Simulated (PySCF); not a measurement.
These 2 structures share the formula HNO3. Computed with PySCF 2.14.0, PBE0-D3(BJ)/def2-SVP geometry optimisation, gas phase. Energies are electronic, without zero-point or thermal terms, for one conformer each. No frequencies were run at this level. Point groups hold within 0.08 Å.

Task: Order them by energy at this level, lowest first, and give relative energies in kcal/mol.
A. `[O:1]=[N:2][O:3][OH:4]` with O1–N2–O3–O4 -176°, N2–O3–O4–H -101°
B. `[O:1]=[N+:2]([O-:3])[OH:4]` with O1–N2–O4–H 0°

Result: B (0.0), A (43.7).

As drawn, the higher has an O–O bond, which the lower lacks.

```json
{"SMILES": "O=[N+]([O-])O", "E (Eh)": "-280.38871", "E rel (kcal/mol)": "0.0", "dipole (D)": "2.47", "point group": "Cs", "A, B, C (MHz)": "13311, 12474, 6439"}
{"SMILES": "O=NOO", "E (Eh)": "-280.31909", "E rel (kcal/mol)": "43.7", "dipole (D)": "2.10", "point group": "–", "A, B, C (MHz)": "59219, 5131, 4794"}
```

Task: How do the relative energies change in single points at PBE0/pcSseg-1 (no added dispersion term) on the same geometries?

Result: 
```
       SMILES  PBE0-D3(BJ)/def2-SVP (kcal/mol)  PBE0/pcSseg-1 (kcal/mol)  shift
O=[N+]([O-])O                              0.0                       0.0    0.0
        O=NOO                             43.7                      39.5   -4.2
```

Each column counts from its own lowest isomer. The order is unchanged; the largest shift is 4.2 kcal/mol.
